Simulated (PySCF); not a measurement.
Structure with atom numbers: `[CH:1]#[C:2]/[CH:3]=[CH:4]/[CH+:5][CH3:6]`. Each H is labelled by its parent atom.

Geometry: PBE0-D3(BJ)/def2-SVP; GIAO shifts from PySCF 2.14, gas phase, non-relativistic, averaged over equivalent atoms.

At PBE0/STO-3G (37 basis functions, 2.9 s wall time on 1 thread of an Arm Neoverse V1, shared host):
```json
{"atoms": "C5", "δ (ppm)": "184.9"}
{"atoms": "C1", "δ (ppm)": "170.3"}
{"atoms": "C3", "δ (ppm)": "153.7"}
{"atoms": "C4", "δ (ppm)": "126.1"}
{"atoms": "C2", "δ (ppm)": "77.9"}
{"atoms": "C6", "δ (ppm)": "35.5"}
{"atoms": "H(C1)", "δ (ppm)": "10.81"}
{"atoms": "H(C5)", "δ (ppm)": "10.02"}
{"atoms": "H(C3)", "δ (ppm)": "9.14"}
{"atoms": "H(C4)", "δ (ppm)": "8.48"}
{"atoms": "H(C6)", "δ (ppm)": "3.77"}
```

Shifts are taken against calculated references (same method and geometry level): TMS for ¹³C (σref 234.69) and ¹H (σref 32.60).

What do these become at PBE0/def2-TZVP?

Results:


| atoms | δ at PBE0/def2-TZVP | change |
| --- | --- | --- |
| C5 | 237.6 | +52.7 |
| C1 | 197.5 | +27.2 |
| C3 | 195.8 | +42.1 |
| C4 | 153.3 | +27.2 |
| C2 | 97.3 | +19.4 |
| C6 | 36.7 | +1.2 |
| H(C1) | 9.58 | -1.23 |
| H(C5) | 9.57 | -0.45 |
| H(C3) | 8.48 | -0.66 |
| H(C4) | 8.01 | -0.47 |
| H(C6) | 3.42 | -0.35 |

δ = σ(ref) − σ, references computed at the same level: ¹³C (186.65 ppm), ¹H (31.48 ppm) vs TMS.

The largest change is at C5 (carbocation centre). Cost: 228 basis functions, 26 s wall time on 1 thread of an Arm Neoverse V1, shared host. The order of the carbon signals is the same at both levels.
